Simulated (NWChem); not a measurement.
System: C2H, doublet; SMILES [C]#C

Computed with NWChem. Spin-unrestricted. Coordinates come from a PBE0-D3(BJ)/def2-TZVP, spin-unrestricted optimisation. No stability test was run on the SCF state. B3LYP is NWChem's, with the RPA form of VWN correlation. Solvent water, SMD (1 M gas to 1 M solution), gas-phase geometry. Reactions with the solvent are ignored.

```
level              basis functions  solvation free energy (kcal/mol)  cavity-dispersion-structure term (kcal/mol)  dipole in solution (D)  relative time
-----------------  ---------------  --------------------------------  -------------------------------------------  ----------------------  -------------
B3LYP/cc-pVDZ                   33                               2.0                                          4.9                    1.04              1
B3LYP/aug-cc-pVDZ               55                               2.0                                          4.9                    1.08              1
B3LYP/cc-pVTZ                   74                               1.9                                          4.9                    1.08              3
B3LYP/aug-cc-pVTZ              115                               1.9                                          4.9                    1.08              7
B3LYP/cc-pVQZ                  140                               1.9                                          4.9                    1.08             20
```

Relative times are rough (shared machine, one core).
